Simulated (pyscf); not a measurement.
H₃C–CH₂–ZnH + CH₃• -> H₃C–CH₃ + •H₂C–ZnH, a substitution at C (doublet surface; C–C broken, C–C formed). Optimised with ωB97X-D3(BJ)/def2-SVP in PySCF. Energies in kcal/mol from the separated reactants.

Small-basis levels: PySCF, no dispersion term, spherical d functions. Open shells are spin-unrestricted. 

```tsv
level	barrier	reaction energy
HF/STO-3G	67.7	-13.3
SVWN5/6-31G*+LANL2DZ	29.6	-9.0
PBE/6-31G*+LANL2DZ	37.1	-8.9
B3LYP/LANL2DZ	44.8	-8.7
M06-2X/6-31G*+LANL2DZ	44.7	-9.3
B3LYP/6-311+G**+LANL2DZ	44.7	-8.1
B3LYP/def2-SVP	45.8	-8.1
ωB97M-D3(BJ)/def2-TZVP	46.4	-8.9
```

Against the last row the barrier runs from -16.7 (SVWN5/6-31G*+LANL2DZ) to +21.3 kcal/mol (HF/STO-3G). ωB97M-D3(BJ)/def2-TZVP has limits of its own. The same reactants have a lower exit, to [H₃C–CH₂–Zn]• + CH₄ (barrier +4.7 kcal/mol at ωB97M-D3(BJ)/def2-TZVP, against +46.4 kcal/mol here). •H₂C–ZnH lies 25.0 kcal/mol over its isomer [H₃C–Zn]• (electronic energy, ωB97M-D3(BJ)/def2-TZVP). This is the saddle that the search found; another between the same sides may lie lower. The angle at the attacked C is 177°. In the def2 sets elements up to Kr have no core potential.
